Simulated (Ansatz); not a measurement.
# AlH2⁺, triplet in aug-cc-pVTZ: errors against full CI

Geometry: a point of a bend scan, not a stationary point.

```xyz
3

Al    0.0000    0.0000   -0.0978
H     0.0000    0.9940    1.3087
H     0.0000   -0.9940    1.3087
```

Basis aug-cc-pVTZ; Ansatz 0.2.0. Only valence electrons are correlated (noble-gas cores frozen), which leaves 4 electrons in 91 orbitals. Prefix R: restricted or restricted open-shell reference; prefix U: unrestricted. Active spaces: valence = (4e, 6o) chosen from the atoms' valence shells.

Full CI is exact within this basis and frozen core; it isn't the basis-set limit. The frozen core follows each run's orbitals, which can shift R against U totals by a few meV.

- UHF ⟨S²⟩: 2.043
- T1 diagnostic (RCCSD): 0.0361
- largest doubles amplitude (RCCSD): 0.092
- T1 diagnostic (UCCSD): 0.0264

```
   level  E − E(RHF) (eV)
     UHF          -0.3190
    RMP2          -1.4855
    UMP2          -1.4527
   RCCSD          -1.8951
   UCCSD          -1.9041
RCCSD(T)          -1.9372
UCCSD(T)          -1.9386
```

**Question.** Estimate how far full CI in aug-cc-pVTZ lies from RCCSD(T). The table doesn't fix it; the size of (T) and the diagnostics are the guide.

**Answer.** Full CI in aug-cc-pVTZ lies 0.50 mEh below RCCSD(T), which is 32 % of the (T) step (-1.55 mEh). T1 is raised, and the rest is a large part of (T).

The other levels:

```tsv
level	E − E(full CI) (mEh)	share of correlation (%)	wall time
BCCD(T)	0.51	99.29	4.1 s
RCCSDT	0.02	99.97	–
UCCSDT	-0.03	100.05	–
RCCSDT(Q)	0.00	99.99	81 s
UCCSDT(Q)	-0.05	100.07	85 s
CASSCF (valence space)	31.62	55.89	–
NEVPT2 (valence space)	8.76	87.78	3 s
```

The correlation energy at full CI, counted from RHF, is -1.951 eV. That run took 60 s on 1 thread of Arm Neoverse V2, shared host over 4,238,676 determinants.

Times hold each run's SCF and search for its determinant on a shared host, so for small cases they say little of a method's own cost; they ran on 1 thread of Arm Neoverse V2.

The full-CI state has the irrep B2 of C2v, in the program's axes.

Natural occupations of full CI about the gap: 1.922 1.000 0.982 0.026 0.023 0.015 0.009 0.004 0.004 0.003; effectively unpaired electrons, Σ n²(2−n)², 2.03.
